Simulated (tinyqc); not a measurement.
Orbital energy against energy difference: ionisation energy by orbital energies and by energy differences in the 6-31g* basis, for LiH, spin multiplicity 1. Computed by the program tinyqc with PySCF. 

Geometry (angstrom):

| atom | x | y | z |
|---|---|---|---|
| Li | 0.0000 | 0.0000 | 0.0000 |
| H | 0.0000 | 0.0000 | 1.4280 |

CCSD(T) difference in the same basis = 7.8710 eV

IP-EOM-CCSD = 7.8708 eV

The cation is unrestricted; errors are against CCSD(T) in this basis, not against experiment.

First vertical ionisation energy (eV):

| method | -e(HOMO) | E(cation) - E | error of -e(HOMO) | error of the difference |
|---|---|---|---|---|
| HF | 8.4130 | 7.280432 | 0.5420 | -0.5906 |
| LDA | 4.5023 | 8.483920 | -3.3688 | 0.6129 |
| PBE | 4.4956 | 8.327650 | -3.3754 | 0.4566 |
| B3LYP | 5.4693 | 8.571594 | -2.4017 | 0.7006 |
| PBE0 | 5.6039 | 8.286430 | -2.2671 | 0.4154 |
| CAM-B3LYP | 7.0373 | 8.555294 | -0.8337 | 0.6843 |
| LC-wPBE | 8.3604 | 8.367469 | 0.4893 | 0.4965 |

Koopmans errs by +0.54 eV and Delta-HF by -0.59 eV: relaxation, 1.13 eV, lowers the value and the missing correlation difference works against it. The PBE level is off by -3.4 eV through the wrong tail of its potential, though its energy difference is off by +0.46 eV; exact exchange deepens the level, and among the orbital energies LC-wPBE comes closest; among the differences PBE0 does.
